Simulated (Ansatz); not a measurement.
Z-matrix (Å, degrees):
```
O
Al 1 1.620
```

The species carries charge 0 and has multiplicity 2.

(1) List the ωB97M-V/def2-TZVPP orbital energies in eV (the Gaussian-basis code of Ansatz). (An estimate is asked.)

## Answers

(1) Computed: α occupied: -1532.72, -525.06, -117.29, -76.83, -76.83, -76.83, -27.57, -13.03, -10.66, -10.66, -9.59. α empty: 0.39, 0.39, 2.21, 4.91, 5.98, 5.98, 6.64, 6.78. β occupied: -1532.66, -524.74, -117.21, -76.78, -76.78, -76.63, -26.70, -11.00, -10.25, -10.25. β empty: -2.57, 0.70, 0.70, 2.51, 5.28, 6.03, 6.03, 6.96. ⟨S²⟩ = 0.760.
